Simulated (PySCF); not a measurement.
## Heteronuclear NMR

Atoms are numbered as in `[F:1][C:2][F:3]`.

[PySCF 2.14: structure optimised with PBE0-D3(BJ)/def2-SVP; shieldings: GIAO PBE0/pcSseg-1; J: B3LYP/pcJ-1; relativity neglected; rapidly exchanging positions averaged; isolated molecule; one conformer]

Problem. What are the ¹⁹F shifts?

Solution. 
```json
{"atoms": "F1/F3", "environment": "fluorine bonded to C", "σ (ppm)": "-73.3", "δ (ppm)": "229.7"}
```

Shieldings were converted by a linear fit to measured shifts: ¹⁹F: δ = 160.63 − 0.942σ +14.9 on sp3 carbon (rms 6.9 ppm, 221 shifts, 7.7 ppm with the 5 outliers that the fit left out vs CFCl3, solution or neat liquid). Occasional misses reach two or three times the rms, and more in compound classes unlike the fitted ones. Couplings are scaled by factors fitted to measured values: ¹J(C,F) × 0.77 (rms 7.3 Hz); all others are unscaled and can be 10–30 % off.

Couplings (the largest are listed; each averaged over equivalent pairs): ¹J(F1,C2) = -602.7 Hz, ²J(F1,F3) = -918.7 Hz.

On a 300 MHz spectrometer ¹⁹F resonates near 282.3 MHz, so 1 ppm is 282.3 Hz.
